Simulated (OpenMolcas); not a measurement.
# SiNH3 (SMILES [N][SiH3]) at 3 levels

Aim: a comparison of 3 runs (UHF/STO-3G, UPBE/STO-3G, ROCCSD(T)/STO-3G) of SiNH3. 

Program for the calculation: OpenMolcas 26.06.

### 1 The structure to begin with

The species is SiNH3 (5 atoms), meant as a triplet with charge 0. As SMILES, `[N][SiH3]`. The N1–Si2 distance was set to 2.483 Å, away from the relaxed value.

Bond lengths: Si2–H3 1.476 Å, Si2–H4 1.476 Å, Si2–H5 1.476 Å. Angles: H3–Si2–H4 107.7°, H3–Si2–H5 107.7°, H4–Si2–H5 107.7°. A long bond or contact: N1–Si2 2.483 Å.

### 2 A single-point energy at UHF/STO-3G (run 1)

struct.xyz

```xyz
5

N     -2.310034     0.502658     0.721165
Si     0.010240    -0.002340    -0.003820
H      0.064950    -0.313200    -1.445390
H      0.555100    -1.162980     0.727210
H      0.906340     1.144190     0.242490
```

mol.inp

```
&GATEWAY
  BasLib=$CurrDir
  Coord=struct.xyz
  Basis=STO-3G
  Group=NoSym

&SEWARD

&SCF
  UHF
  Spin=3
  Thresholds=1e-10 1e-07 1e-07 1e-05
  PrOrbitals=1 1
```

The basis set STO-3G is read from a file made from the Basis Set Exchange's data (not shown).

Launch:

```bash
$ export MOLCAS_MEM=1860
$ pymolcas mol.inp > mol.log
```

What it wrote:

```text
--- Start Module: gateway ---
[...]
--- Stop Module: gateway /rc=_RC_ALL_IS_WELL_ ---
--- Start Module: seward ---
[...]
      Basis functions           17
--- Stop Module: seward /rc=_RC_ALL_IS_WELL_ ---
--- Start Module: scf ---
[...]
       Convergence after  18 Iterations
[...]
::    Total SCF energy                               -341.0063720428
[...]
      Total spin, S                                     1.2236569867
[...]
      Total electronic charge=   24.000000
      Total            charge=   -0.000000
[...]
      Dipole Moment (debye):
      Origin of the operator (angstrom)=   -0.6782    0.1475    0.2114
                   X= -2.7160E-01               Y=  5.8512E-02               Z=  8.2459E-02           Total=  2.8981E-01
      Quadrupole Moment (debye*angstrom):
[...]
--- Stop Module: scf /rc=_RC_ALL_IS_WELL_ ---
[...]
```

Wall time 1.1 s (1 thread of Intel Xeon 6975P-C (Granite Rapids), shared host); peak memory 0.37 GiB.

### 3 A single-point energy at UPBE/STO-3G (run 2)

struct.xyz is that of step 2.

mol.inp

```
* H3NSi Kohn-Sham DFT

&GATEWAY
  BasLib=$CurrDir
  Coord=struct.xyz
  Basis=STO-3G
  Group=NoSym

&SEWARD
  GridInput
  Grid=UltraFine
  End of Grid

&SCF
  UHF
  Spin=3
  KSDFT=PBE
  Thresholds=1e-10 1e-07 1e-07 1e-05
  PrOrbitals=1 1
```

The basis set STO-3G is read from a file made from the Basis Set Exchange's data (not shown).

Launch:

```bash
$ export MOLCAS_MEM=1860
$ pymolcas mol.inp > mol.log
```

What it wrote:

```text
--- Start Module: gateway ---
[...]
--- Stop Module: gateway /rc=_RC_ALL_IS_WELL_ ---
--- Start Module: seward ---
[...]
      Basis functions           17
--- Stop Module: seward /rc=_RC_ALL_IS_WELL_ ---
--- Start Module: scf ---
[...]
       Convergence after  18 Iterations
[...]
::    Total KS-DFT energy                            -341.5597421699
[...]
      Total spin, S                                     1.0274970726
[...]
      Total electronic charge=   24.000000
      Total            charge=   -0.000000
[...]
      Dipole Moment (debye):
      Origin of the operator (angstrom)=   -0.6782    0.1475    0.2114
                   X=  6.5177E-01               Y= -1.4234E-01               Z= -2.0587E-01           Total=  6.9818E-01
      Quadrupole Moment (debye*angstrom):
[...]
--- Stop Module: scf /rc=_RC_ALL_IS_WELL_ ---
[...]
```

It took 4.5 s on 1 thread of Intel Xeon 6975P-C (Granite Rapids), shared host; peak memory 0.37 GiB.

### 4 A single-point energy at ROCCSD(T)/STO-3G (run 3)

struct.xyz is that of step 3.

mol.inp

```
>>> EXPORT MOLCAS_PRINT=2

&gateway
 baslib=$CurrDir
 coord=struct.xyz
 basis=STO-3G
 group=NoSym

&seward

&scf
 uhf
 spin=3
 thresholds=1e-10 1e-07 1e-07 1e-05
 prorbitals=1 1

&rasscf
 fileorb=$Project.UnaOrb
 spin=3
 nactel=2 0 0
 inactive=11
 ras2=2
 outorbitals=Canonical
 orblisting=Nothing

&motra
 jobiph
 frozen=6

&ccsdt
 cct
 triples=3
 iterations=80
 accuracy=1e-08
 extrapolation=5 4
```

The basis set STO-3G is read from a file made from the Basis Set Exchange's data (not shown).

Launch:

```bash
$ export MOLCAS_MEM=1860
$ pymolcas mol.inp > mol.log
```

What it wrote:

```text
--- Start Module: gateway ---
[...]
--- Stop Module: gateway /rc=_RC_ALL_IS_WELL_ ---
[...]
      Basis functions           17
[...]
       Convergence after  18 Iterations
[...]
::    Total SCF energy                               -341.0063720428
[...]
      Total spin, S                                     1.2236569867
[...]
      Number of active orbitals                  2
[...]
      Spin quantum number                      1.0
[...]
      Active orbitals                            2
[...]
      Number of CSFs                             1
[...]
      Number of root(s) required                 1
[...]
      Convergence after  7 iterations
[...]
      printout of CI-coefficients larger than  0.05 for root  1
      energy=    -340.944700
      conf/sym  11     Coeff  Weight
             1  uu   1.00000 1.00000
      Natural orbitals and occupation numbers for root  1
      sym 1:   1.000000   1.000000
      ************************************************************************************************************************
      *                                                    Final results                                                     *
[...]
::    RASSCF root number  1 Total energy:   -340.94470005
[...]
      Total electronic charge=   24.000000
      Total            charge=   -0.000000
[...]
      Dipole Moment (debye):
      Origin of the operator (angstrom)=   -0.6782    0.1475    0.2114
                   X=  8.6040E-01               Y= -1.8794E-01               Z= -2.7214E-01           Total=  9.2177E-01
      Quadrupole Moment (debye*angstrom):
[...]
--- Start Module: motra ---
[...]
      *** WARNING: Default frozen orbitals is overwritten by user input.
      *** Default values:   3
[...]
--- Stop Module: motra /rc=_RC_ALL_IS_WELL_ ---
--- Start Module: ccsdt ---
[...]
      Convergence after                    17  Iterations
      Total energy (diff) :    -341.07926094       0.00000000
[...]
 METHOD                       : CCSD+T(CCSD)+<T3(1)WT1>+<T3(1)UT2> = CCSD(T)
[...]
       CCSD     =      -341.0792609373930
[...]
--- Stop Module: ccsdt /rc=_RC_ALL_IS_WELL_ ---
[...]
```

Wall time 1.6 s (1 thread of Intel Xeon 6975P-C (Granite Rapids), shared host); peak memory 0.37 GiB.

### 5 All runs side by side

```csv
run,level,integration grid,frozen core orbitals,energy (Eh),dipole moment (D),HOMO energy (eV),LUMO energy (eV),wall time
1,UHF/STO-3G,–,–,-341.006372,0.29,-6.80,6.86,1.1 s
2,UPBE/STO-3G,UltraFine,–,-341.559742,0.70,-3.42,0.40,4.5 s
3,ROCCSD(T)/STO-3G,–,6,-341.080783,–,–,–,1.6 s
```

### 6 Summary of results

| quantity | value |
| --- | --- |
| run 3: total energy | -341.08078 Eh |
| run 3: (T) correction | -1.52 mEh |

**Reading.** In runs 1, 2, 3 the basis is minimal, so the values are rough. Spin contamination of the reference: run 1 ⟨S²⟩ = 2.72. Where it is this large, the reference is a mixture of spin states, and values that rest on it are in doubt. All runs together took 7.2 s, the longest 4.5 s.
